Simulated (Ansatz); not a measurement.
System: SiF$_{4}$, charge 0, singlet. SiF4 (tetrafluorosilane, SMILES F[Si](F)(F)F).
B3LYP-D3(BJ)/def2-TZVP minimum from Ansatz (a quantum-chemistry and plane-wave program):
```
Si
F 1 1.5673
F 1 1.5673 2 109.47
F 1 1.5673 2 109.47 3 -120.00
F 1 1.5673 2 109.47 4 -120.00
```
Charge 0, spin multiplicity 1.

Total energies in cc-pV(D+d)Z, 32 correlated electrons, 9 frozen orbitals. Open shells are spin-unrestricted; no spin-orbit coupling. Correlated methods leave the cores frozen. No relativity.

```json
[
 {"method": "HF", "program": "Ansatz", "energy (Eh)": "-686.96206", "minus CCSDT(Q) (mEh)": "856.55"},
 {"method": "MP2", "program": "Ansatz", "energy (Eh)": "-687.79861", "minus CCSDT(Q) (mEh)": "20.00"},
 {"method": "CCSD", "program": "Ansatz", "energy (Eh)": "-687.80349", "minus CCSDT(Q) (mEh)": "15.13"},
 {"method": "CCSD(T)", "program": "Ansatz", "energy (Eh)": "-687.81621", "minus CCSDT(Q) (mEh)": "2.40"},
 {"method": "CCSDT(Q)", "program": "Ansatz", "energy (Eh)": "-687.81861", "minus CCSDT(Q) (mEh)": "0.00"}
]
```

Rough core times of Ansatz's runs on a shared machine: CCSD(T) under 20 s, CCSDT(Q) 20 min.
